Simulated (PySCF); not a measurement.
Bonds (- single, = double, # triple, : aromatic): F1-C2, C2:C3, C3:C4, C4:C5, C5:C6, C6:C7, C7:C2. C3 carries H8; C4 carries H9; C5 carries H10; C6 carries H11; C7 carries H12.

GIAO shifts from PySCF 2.14.0 with density-fitted response routines on PBE0-D3(BJ)/def2-TZVP geometries (one conformer, non-relativistic, equivalent nuclei averaged), against TMS at the same level and in the same medium; PCM means IEF-PCM chloroform.

Measured (solution, CDCl3; Viesser, Ducati, Tormena, Autschbach, PCCP 2018 (ESI); solution, not stated in the table (CDCl3 in this author's series); The use of chemical shift calculations in the conformational analysis of substituted benzenes, New J. Chem. 2019 (ESI)): C2 163.1, H8/H12 7.05, H9/H11 7.32, H10 7.11 ppm.

**Question.** Which unscaled values do B97-2/pcSseg-2, gas; WP04/pcSseg-2, PCM; wB97X-D/pcSseg-2, PCM give, and how close are they?

**Answer.** 
```tsv
atoms	measured	B97-2/pcSseg-2, gas	WP04/pcSseg-2, PCM	wB97X-D/pcSseg-2, PCM
C2	163.1	173.6	178.1	178.8
H8/H12	7.05	7.29	7.24	7.54
H9/H11	7.32	7.61	7.52	7.89
H10	7.11	7.35	7.33	7.62
```

Mean absolute error for ¹³C: B97-2/pcSseg-2, gas 10.5, WP04/pcSseg-2, PCM 15.0, wB97X-D/pcSseg-2, PCM 15.7 ppm.

Mean absolute error for ¹H: B97-2/pcSseg-2, gas 0.26, WP04/pcSseg-2, PCM 0.20, wB97X-D/pcSseg-2, PCM 0.52 ppm.
